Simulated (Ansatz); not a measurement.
Frontier orbitals of C2H5NO, SMILES `CNC=O`.

| atom | x (Å) | y (Å) | z (Å) |
| --- | --- | --- | --- |
| C1 | -1.0894 | -0.2354 | 0.0553 |
| N2 | 0.1630 | 0.2523 | -0.4638 |
| C3 | 1.3270 | 0.1534 | 0.2139 |
| O4 | 1.4612 | -0.3406 | 1.3093 |
| H5 | -1.8216 | 0.5708 | 0.1460 |
| H6 | -1.5048 | -1.0210 | -0.5811 |
| H7 | -0.8961 | -0.6490 | 1.0437 |
| H8 | 0.1867 | 0.6847 | -1.3708 |
| H9 | 2.1740 | 0.5848 | -0.3524 |

The species carries charge 0 and has multiplicity 1. The geometry is a stationary point of PBE0-D4/def2-TZVP. It is one conformer, not always the lowest. Basis def2-TZVPP, Ansatz.

A caution on the coupled-cluster cation, which keeps the state that its UHF reference found: spin contamination of the cation.

Problem. Compute the vertical ionisation energy as the energy of the cation minus that of the neutral molecule, at each level. (Estimate.)

Solution. Computed: 
```
               level  IE (eV)  difference from CCSD(T)/CBS(def2)
   PBE-D4/def2-TZVPP     9.68                              -0.43
r2SCAN-D4/def2-TZVPP     9.70                              -0.41
  PBE0-D4/def2-TZVPP     9.83                              -0.28
 B3LYP-D4/def2-TZVPP     9.90                              -0.21
  ωB97X-V/def2-TZVPP     9.93                              -0.18
  ωB97M-V/def2-TZVPP     9.92                              -0.19
   B2PLYP/def2-TZVPP     9.96                              -0.14
       HF/def2-TZVPP     8.46                              -1.65
      MP2/def2-TZVPP    10.65                               0.54
     CCSD/def2-TZVPP     9.82                              -0.29
  CCSD(T)/def2-TZVPP     9.90                              -0.21
       HF/def2-QZVPP     8.47                              -1.64
      MP2/def2-QZVPP    10.77                               0.67
        HF/CBS(def2)     8.47                              -1.64
       MP2/CBS(def2)    10.86                               0.75
      CCSD/CBS(def2)    10.03                              -0.08
   CCSD(T)/CBS(def2)    10.11                               0.00
```

B3LYP here is the variant with VWN-RPA as its local correlation; programs differ in this.
